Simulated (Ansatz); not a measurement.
# NSi2: the cost of one run

The runs use Ansatz 0.2.0, Gaussian basis; def2-QZVPP, core rule «outside noble gas», up to 11 orbitals frozen.

Plan: UHF; ROHF; CCSD(T) on UHF.

## Step 1: What is computed

The geometry is a PBE0/def2-TZVP stationary point (not a proven minimum) of the parent state, kept for this charge and spin.

3 atoms, charge 0, spin multiplicity 2.

Atoms are counted from 1 here; the program's logs count them from 0.

Bond lengths: Si1–N2 1.661 Å, N2–Si3 1.597 Å. Angles: Si1–N2–Si3 180.0°.

## Step 2: UHF

The input, in.yaml:

```yaml
crystal:
  periodic: [false, false, false]
  atoms:
    - {symbol: Si, position_ang: [0.000000, 0.000000, 1.639800]}
    - {symbol: N, position_ang: [0.000000, 0.000000, -0.021300]}
    - {symbol: Si, position_ang: [0.000000, 0.000000, -1.618500]}
basis:
  gaussian: {orbitals: "def2-QZVPP.json"}
magnetization: {spin_polarized: true, initial_magnetization: 1}
hamiltonian: {xc: hf}
output: {orbitals: {seedname: orbitals}}
```

Launch:

```bash
$ ansatz run in.yaml --threads 1 --pin off --events-out ev --progress --plain --max-ram 2560MiB --backend cpu
```

What time and memory should one allow on 1 thread of AMD EPYC 7R13, shared host?

About 21 s, with a peak of 0.58 GiB.
